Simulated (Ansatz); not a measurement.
# BSiNH+ (triplet): from Hartree-Fock to the top rungs, def2-QZVPP

An exercise on one series of results from a longer session: the logs are not shown, and one member is left open.

The runs use Ansatz 0.2.0, Gaussian basis; def2-QZVPP, core rule «outside noble gas», up to 7 orbitals frozen.

Plan: UHF; ROHF; CCSD(T) on UHF.

2 further runs of the same task are left out: 2 set aside as unsound or not needed.

### The system

The geometry is a PBE0/def2-TZVP stationary point (not a proven minimum) of the parent state, kept for this charge and spin.

4 atoms, charge 1, spin multiplicity 3.

Atoms are counted from 1 here; the program's logs count them from 0.

Bond lengths: B1–N2 1.375 Å, B1–Si3 1.996 Å, N2–Si3 1.766 Å, N2–H4 1.011 Å. Angles: N2–B1–Si3 59.8°, B1–N2–Si3 77.8°, B1–N2–H4 141.7°, Si3–N2–H4 140.4°, B1–Si3–N2 42.3°.

Set-up of the first run:

Input file in.yaml:

```yaml
crystal:
  periodic: [false, false, false]
  atoms:
    - {symbol: B, position_ang: [0.000000, -0.897712, 0.910090]}
    - {symbol: N, position_ang: [0.000000, 0.476424, 0.875935]}
    - {symbol: Si, position_ang: [0.000000, 0.061811, -0.840355]}
    - {symbol: H, position_ang: [0.000000, 1.285841, 1.482090]}
basis:
  gaussian: {orbitals: "def2-QZVPP.json"}
total_charge: 1
magnetization: {spin_polarized: true, initial_magnetization: 2}
hamiltonian: {xc: hf}
output: {orbitals: {seedname: orbitals}}
```

On the command line:

```bash
ansatz run in.yaml --threads 1 --pin off --events-out ev --progress --plain --max-ram 2393MiB
```

Steps of the session up to this table: UHF; ROHF; CCSD(T) on UHF.

One of the session's tables, all rows but one given; the rest of the session is left out.

| method | from UCCSD(T) (kcal/mol) |
| --- | --- |
| ROHF | +249.90 |
| UHF | +244.37 |
| UMP2 | ? |
| UCCSD | +12.74 |
| UCCSD(T) | 0 |

Q: Estimate the row for UMP2 from the others.

**Answer.** from UCCSD(T) (kcal/mol): +24.47. In the column «from UCCSD(T) (kcal/mol)» it lies between UCCSD (+12.74) and UHF (+244.37).
